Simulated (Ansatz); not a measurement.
Reaction (formal hydrolysis of the Al–Cl bond): `[Cl][AlH][Cl]` + H₂O → `[OH][AlH][Cl]` + HCl

Isolated molecules relaxed with PBE0-D4/def2-TZVP in Ansatz; ΔE leaves out vibrations. CCSD(T)/CBS is frozen-core, at the limit of the def2 triple- and quadruple-zeta sets. DFT in def2-TZVPP. B3LYP here is the variant with VWN-RPA as its local correlation; programs differ in this. HSE06 is defined as in plane-wave codes. One conformer a species, not always the lowest.

| level | ΔE (kJ/mol) | difference from CCSD(T)/CBS |
| --- | --- | --- |
| LDA (SPW92) | 16.1 | -7.8 |
| revPBE-D4 | 23.0 | -0.9 |
| BLYP-D4 | 15.0 | -8.9 |
| r2SCAN-D4 | 20.7 | -3.2 |
| B97M-V | 20.5 | -3.4 |
| PBE0-D4 | 25.4 | 1.5 |
| B3LYP-D4 | 17.9 | -6.0 |
| r2SCANh-D4 | 21.9 | -2.0 |
| r2SCAN0-D4 | 23.4 | -0.5 |
| HSE06-D4 | 25.8 | 1.9 |
| BHLYP-D4 | 21.0 | -2.9 |
| CAM-B3LYP-D4 | 14.6 | -9.3 |
| ωB97X-V | 20.0 | -3.9 |
| ωB97M-V | 20.3 | -3.6 |
| B2PLYP | 16.7 | -7.2 |
| PBE-QIDH | 24.0 | 0.1 |
| revPBE | 22.8 | -1.1 |
| BLYP | 13.3 | -10.6 |
| r2SCAN | 20.5 | -3.4 |
| PBE0 | 24.5 | 0.6 |
| r2SCANh | 21.6 | -2.3 |
| r2SCAN0 | 23.1 | -0.8 |
| HSE06 | 24.9 | 1.0 |
| BHLYP | 18.7 | -5.2 |
| CAM-B3LYP | 13.6 | -10.3 |
| LC-ωPBE | 19.7 | -4.2 |
| RPA@PBE/def2-TZVPP | 14.7 | -9.2 |
| HF/def2-SVP | 28.5 | 4.6 |
| MP2/def2-SVP | 19.2 | -4.7 |
| CCSD/def2-SVP | 19.7 | -4.2 |
| CCSD(T)/def2-SVP | 19.6 | -4.3 |
| HF/def2-TZVPP | 23.1 | -0.8 |
| MP2/def2-TZVPP | 19.5 | -4.4 |
| SCS-MP2/def2-TZVPP | 17.1 | -6.8 |
| CCSD/def2-TZVPP | 17.8 | -6.1 |
| SCS-MP2/def2-QZVPP | 20.2 | -3.7 |
| CCSD/def2-QZVPP | 20.9 | -3.0 |
| CCSD(T)/def2-QZVPP | 21.2 | -2.7 |
| HF/CBS(def2) | 22.6 | -1.3 |
| MP2/CBS(def2) | 25.0 | 1.1 |
| CCSD(T)/CBS | 23.9 | 0 |

Largest T1 diagnostic among the species: 0.011.

Leaving LDA and LC-ωPBE aside and taking each functional with its dispersion term where it has one, the values spread over 11.2 kJ/mol, from CAM-B3LYP-D4 to HSE06-D4. LDA lies −5.0 kJ/mol from PBE without D4. From PBE to PBE0 (25 % exact exchange), in def2-TZVPP and without D4, ΔE moves by +3.4 kJ/mol.
